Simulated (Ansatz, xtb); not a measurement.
**Relative energy of two structures of FHNOS+**

Structure I: a singlet given by its coordinates. Structure II: `O/N=[S+]/F`, a singlet. Both are isolated ions in the gas phase, relaxed with PBE0-D3(BJ)/def2-SVP; the shapes shown needn't be the lowest conformers.

I (Å):

```yaml
atoms:
  - { symbol: F, position_ang: [-2.2090, 0.9031, -0.1777] }
  - { symbol: N, position_ang: [-0.4664, -0.4623, -1.3383] }
  - { symbol: O, position_ang: [0.1317, -0.0101, -0.0608] }
  - { symbol: S, position_ang: [-1.4143, -0.3995, 0.0462] }
  - { symbol: H, position_ang: [-0.1221, -1.4323, -1.5014] }
```

Close contacts (Å): F1–S4 1.54, N2–O3 1.48, N2–S4 1.68, O3–S4 1.60, N2–H5 1.04.

II (Å):

```xyz
5

F    -0.3264   -2.3682   -1.3642
N    -1.3229   -0.3654   -0.5865
O    -1.6283    0.7841   -0.1633
S     0.1024   -0.9391   -0.9084
H    -0.8822    1.4138   -0.0109
```

Energies in hartree; the thermal terms are from PBE0-D3(BJ)/def2-SVP harmonic frequencies (ideal gas, rigid rotor, one conformer each, 298.15 K, 1 atm) and include the zero-point energy:

|  | I | II |
| --- | --- | --- |
| E, CCSD(T)/def2-TZVPP | −627.419278 | −627.431736 |
| zero-point energy | 0.022428 | 0.022393 |
| H(298 K) − E | 0.027230 | 0.027545 |
| G(298 K) − E | −0.004215 | −0.004682 |

Work out ΔE, ΔE₀, ΔH and ΔG for I → II in kcal/mol (1 Eh = 627.51 kcal/mol) and the equilibrium ratio [II]/[I].

1. ΔE = −627.431736 − (−627.419278) = −0.012458 Eh = −7.82 kcal/mol.
2. ΔE₀ = ΔE + ΔZPE = −0.012458 + (−0.000035) Eh = −7.84 kcal/mol.
3. ΔH = ΔE + (+0.000315) Eh = −7.62 kcal/mol.
4. ΔG = ΔE + (−0.000467) Eh = −8.11 kcal/mol, so ΔS = (ΔH − ΔG)/T = +6.9 J/(mol K).
5. kT = 0.9442 mEh, so K = [II]/[I] = exp(−ΔG/kT) = exp(+13.69) ≈ 8.8 × 10^5.

Structure II is favoured at this temperature. An error of 1 kcal/mol in ΔG would change K by a factor of 5.4. GFN2-xTB gave ΔE the other sign. Large T1 diagnostics make the coupled-cluster value less sure. Mirror images and further conformers aren't counted.

Other levels gave ΔE = +1.9 (GFN2-xTB); −24.2 (HF/STO-3G, GFN2-xTB geometries); −24.7 (r2SCAN-D4/def2-SVP, GFN2-xTB geometries); −22.7 (PBE0-D3(BJ)/def2-SVP); −13.2 (HF/def2-TZVPP); −3.4 (MP2/def2-TZVPP) kcal/mol. The correlated steps freeze 8 core orbitals. Programs: Ansatz 0.2.0, xtb 6.7.1.
